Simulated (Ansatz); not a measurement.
## Breaking a bond in CH2 (SMILES [CH2])

CH2 has 3 atoms, charge 0, and is taken as a triplet. As SMILES, `[CH2]`. Geometry: relaxed at GFN2-xTB.

```xyz
3

C     0.1612   -0.2062    0.0679
H     0.5484    0.7317    0.3808
H    -0.7096   -0.5255   -0.4488
```

The C1–H3 distance is scanned; the parts on either side stay rigid. Basis cc-pVDZ, 1 core orbital frozen in the correlated methods; program Ansatz 0.2.0. FCI is exact within this basis and core. Energies in eV from each method's value at 1.062 Å; open shells run as named. The shape above is that at 1.062 Å.

At 2.12 Å, estimate the order of these methods by their error in the energy rise against FCI, smallest first.
A. UCCSD
B. UCCSDT
C. UCCSD(T)

B (0.01 eV), C (0.13 eV), A (0.25 eV).

```tsv
distance (Å)	UCCSD	UCCSD(T)	UCCSDT	FCI
1.062	0.00	0.00	0.00	0.00
1.327	0.64	0.63	0.63	0.63
1.593	1.96	1.93	1.92	1.91
2.124	4.08	3.97	3.85	3.84
```
